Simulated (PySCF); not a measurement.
Work out the structure from these simulated measurements.

Formula: C3H4F2O.

| Item | Value |
| --- | --- |
| NMR, other nuclei | isotropic shieldings of nuclei other than C and H, by class: 254 (1 O), 343 (1 F), 420 (1 F) ppm [GIAO KT2/pcSseg-2] |
| Couplings | largest of the computed one-bond spin–spin couplings (means over like bonds): 19F–13C -336.5, 19F–13C -234.2, 13C–1H +232.2, 13C–1H +183.4, 13C–1H +160.4, 13C–1H +156.5, 13C–13C +55.9, 13C–13C +37.9 Hz [B3LYP/pcJ-1, spin–dipole term left out for some pairs] |
| XPS | C1s 293.0, C1s 293.7, C1s 295.1, O1s 539.5, F1s 693.0, F1s 693.5 eV [ΔSCF SCAN, pcX-2 on the ionised atom, pcseg-1 elsewhere, spin-free X2C] |
| Rotational structure | rotational constants A, B, C: 6.823, 2.487, 2.078 GHz [PBE0-D3(BJ)/def2-SVP] |
| UV, first state | lowest singlet excitation: 8.24 eV (151 nm, f = 0.013) [TDDFT PBE0/def2-SVPD] |
| 13C NMR | chemical shifts (computed TMS as zero) by class: 92.5 (1 C), 81.3 (1 C), 54.0 (1 C) ppm [GIAO KT2/pcSseg-2] |

Gas-phase values; electronic properties from PySCF, density fitting. Levels stand in brackets. The structure is a single PBE0-D3(BJ)/def2-SVP conformer in the gas phase; no vibrational or solvent corrections. Each NMR value is the plain mean over a class of atoms that symmetry, rotation or inversion makes alike.

Q: Give a SMILES that accounts for the data.

A: Numbering: `[F:1][CH2:2][C@@H:3]1[O:4][C@@H:5]1[F:6]`. Its formula, C3H4F2O, gives 1 degree of unsaturation: 1 ring and 0 π bonds in the structure found. 3 carbons fall into 3 classes; from least to most shielded: sp3 C–F carbon [C5] (92.5 ppm), sp3 C–F carbon [C2] (81.3 ppm), ring sp3 carbon bound to oxygen [C3] (54.0 ppm). The other shieldings belong to: 254 ppm, epoxide oxygen [O4]; 343 ppm, alkyl fluorine [F6]; 420 ppm, alkyl fluorine [F1]. The couplings run between: -336.5 Hz, alkyl fluorine [F6] and sp3 C–F carbon [C5]; -234.2 Hz, alkyl fluorine [F1] and sp3 C–F carbon [C2]; +232.2 Hz, sp3 C–F carbon [C5] and its hydrogen; +183.4 Hz, sp3 carbon bound to oxygen [C3] and its hydrogen; +160.4 Hz, sp3 C–F carbon [C2] and its hydrogen; +156.5 Hz, sp3 C–F carbon [C2] and its hydrogen; +55.9 Hz, sp3 C–F carbon [C2] and sp3 carbon bound to oxygen [C3]; +37.9 Hz, sp3 carbon bound to oxygen [C3] and sp3 C–F carbon [C5]. The core levels belong to: C1s 293.0 eV, sp3 carbon bound to oxygen [C3]; C1s 293.7 eV, sp3 C–F carbon [C2]; C1s 295.1 eV, sp3 C–F carbon [C5]; O1s 539.5 eV, epoxide oxygen [O4]; F1s 693.0 eV, alkyl fluorine [F1]; F1s 693.5 eV, alkyl fluorine [F6]. The optimised geometry has point group C1 and is an asymmetric top. Structure: `[C@H]1(CF)[C@H](O1)F`. Computed isomers that give other values at the same levels: `O=C[C@@H](F)CF` (rotational constant A: 4.381 GHz; this holds for the one conformer computed); `F/C=C/OCF` (rotational constant A: 16.744 GHz; this holds for the one conformer computed); `CO/C(F)=C\F` (rotational constant A: 5.626 GHz; this holds for the one conformer computed). The assignments are read from this structure; whether some other isomer fits the data as well wasn't checked. The mirror image fits equally.

The values belong to the conformer `[F:1][CH2:2][C@@H:3]1[O:4][C@@H:5]1[F:6]`: F1–C2–C3–O4 174°.
